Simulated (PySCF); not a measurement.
Coordinates in bohr (charge 1 multiplicity 2):
```
S     1.0523   -1.8364    0.0000
S    -2.2822   -0.0881    0.0000
S     1.2299    1.9245    0.0000
```

All numbers come from UPBE0 in PySCF with S def2-TZVP; no relativity; density-fitted integrals.

This geometry of [S3]+ is a stationary point at this level.

(1) What is the point group?

(2) Is it a minimum?

(3) List the harmonic modes with their infrared intensities.

(4) Give the atomic charges and bond orders.

## Answers

(1) C2v.

(2) Yes: all harmonic wavenumbers are real.

(3) 
| symmetry | ω (cm⁻¹) | IR (km/mol) |
| --- | --- | --- |
| b2 | 168 | 127 |
| a1 | 452 | 2.2 |
| a1 | 687 | 0.5 |

(4) 
```csv
atom,Mulliken,Löwdin,polar tensor,spin (Mulliken),Mayer order to S1
S1,0.44,0.43,0.86,0.65,–
"S2,3",0.28,0.28,0.07,0.18,1.35
```
Other Mayer orders above 0.3: S–S 1.12.

This need not be the most stable arrangement of these atoms.
